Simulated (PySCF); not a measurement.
Compound: C5H7O (charge +1).
Numbering: `[CH3:1][O:2][CH2:3][c+:4]1[cH:5][cH:6]1` (hydrogens: H7, H8, H9 on C1; H10, H11 on C3; H12 on C5; H13 on C6)

The same species was optimised twice, with GFN2-xTB and with PBE0-D3(BJ)/def2-SVP (PySCF), and the same property calculations (PySCF, gas phase) were run on both structures.

| coordinate | GFN2-xTB | PBE0-D3(BJ)/def2-SVP | change |
| --- | --- | --- | --- |
| C4–C5 (Å) | 1.399 | 1.372 | -0.027 |
| C3–C4 (Å) | 1.436 | 1.462 | +0.026 |
| C4–C6 (Å) | 1.394 | 1.372 | -0.022 |
| O2–C3 (Å) | 1.386 | 1.368 | -0.018 |
| C1–O2 (Å) | 1.421 | 1.415 | -0.006 |
| C5–C6 (Å) | 1.361 | 1.356 | -0.005 |
| O2–C3–C4 (°) | 111.7 | 109.2 | -2.5 |
| C3–C4–C5 (°) | 149.0 | 147.9 | -1.1 |
| C5–C4–C6 (°) | 58.3 | 59.2 | +0.9 |
| C4–C6–C5 (°) | 61.0 | 60.4 | -0.6 |
| C3–C4–C6 (°) | 152.6 | 152.9 | +0.3 |
| C4–C5–C6 (°) | 60.7 | 60.4 | -0.3 |
| C1–O2–C3 (°) | 114.1 | 114.1 | 0.0 |
| C1–O2–C3–C4 (°) | -177 | -179 | -2 |
| O2–C3–C4–C5 (°) | 0 | 0 | 0 |

Rotational constants: A = 15594, B = 1818, C = 1662 MHz (GFN2-xTB) against A = 15373, B = 1857, C = 1693 MHz (PBE0-D3(BJ)/def2-SVP).

On the GFN2-xTB structure: isotropic polarisability (au) 54.7 [PBE0/def2-SVPD]; HOMO (eV) -12.18 [PBE0/def2-SVPD]; LUMO (eV) -7.14 [PBE0/def2-SVPD].

Problem. What do these properties become on the PBE0-D3(BJ)/def2-SVP structure?

Solution. 
```csv
property,level,on GFN2-xTB,on PBE0-D3(BJ)/def2-SVP,change
isotropic polarisability (au),PBE0/def2-SVPD,54.7,54.5,-0.2
HOMO (eV),PBE0/def2-SVPD,-12.18,-12.20,-0.02
LUMO (eV),PBE0/def2-SVPD,-7.14,-7.11,+0.03
"energy, GFN2-xTB geometry as zero (kcal/mol)",PBE0/def2-SVPD,0.0,-1.5,-1.5
```

The heavy atoms differ by 0.035 Å rms after alignment. Among bonds between heavy atoms C3–C4 and C4–C5 change most and about equally (-0.027 to +0.026 Å). Changes are differences of the printed values. Neither structure is proved a minimum here. Geometry: PBE0-D3(BJ)/def2-SVP, one conformer, isolated ion.

Shape of the structure used: `[CH3:1][O:2][CH2:3][c+:4]1[cH:5][cH:6]1`: C1–O2–C3–C4 -179°, O2–C3–C4–C5 0°.
